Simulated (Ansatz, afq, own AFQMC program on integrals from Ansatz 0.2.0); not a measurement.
**Breaking Si2–C4 in C₂H₄FNSi, singlet**

```xyz
9

C    -0.7232   -1.0217   -0.1389
Si    0.6388    0.1257    0.3593
F     2.0432   -0.3357   -0.3060
C     0.2841    1.8270   -0.3091
N     0.0316    2.8814   -0.7201
H    -0.5248   -2.0401    0.2285
H    -1.6829   -0.6824    0.2814
H    -0.8178   -1.0566   -1.2346
H     0.8397    0.2562    1.8223
```

Products: CH₄FSi (doublet; CH3–SiH–F) and CN (doublet; C–N), each relaxed with PBE0/def2-SVP like the molecule; electronic energies without zero-point terms. Determinants: RHF, UHF and ROHF in that order.

Basis def2-SVP. Noble-gas cores (and the filled d shells of Ga–Kr and In–Xe) are frozen. AFQMC by an in-house program on the Cholesky factors that Ansatz 0.2.0 writes for its CCSD(T) run. The CISD trial takes its coefficients from CCSD amplitudes. Released means that phaseless walkers are propagated on without the constraint, phases kept. Error bars are statistical, one sigma. The errors of all members are added in quadrature.

No full CI on the walks' own integrals is used here. The released AFQMC energy serves as the reference, which it does only where one determinant dominates, the energy is flat over the last release times and near the phaseless one (40 meV or 2 meV an electron, half that with transition metals). On small molecules, where full CI could be run and the noise was under 10 meV, such values lay within 10 meV of it in 19 cases of 20, a flattering rate, since the rule was set on those same cases; what remains of the bias isn't in the error bar. Each member takes its own surest rung, up to full CI.

Errors are counted within def2-SVP, not against nature.

Cautions: C₂H₄FNSi (singlet): the released value is read at 0.90 1/Eh with a noise of 12 meV, more than in the cases checked (meV from the phaseless value at times in 1/Eh: 4 ± 10 at 0.21, -6 ± 9 at 0.42, -5 ± 10 at 0.63, 0 ± 12 at 0.90); CN (doublet): strong correlation, its ph-AFQMC/CISD value lies 58 ± 5 meV above CCSDTQ.

```json
{"level": "MP2", "bond energy (kJ/mol)": "544.9"}
{"level": "CCSD", "bond energy (kJ/mol)": "517.2"}
```

Q: From these cheaper values, estimate the bond energy at the reference level in def2-SVP.

A: 514.1 ± 1.2 kJ/mol (AFQMC with the constraint released in def2-SVP).

```csv
level,bond energy (kJ/mol),error against released AFQMC (kJ/mol)
HF,492.9,-21.2 ± 1.2
CCSD(T),516.2,2.0 ± 1.2
ph-AFQMC/CISD,519.8 ± 1.4,5.7 ± 1.8
```

Correlation beyond CCSD(T) changes it by less than twice the noise. The perturbative (T) step is worth −1.0 kJ/mol. Where the cautions show a poor determinant, the low rows tell how each method copes with it, not its usual error.

Released energies are given only where the last usable release times agree within the noise; a slower fall can still hide under it.
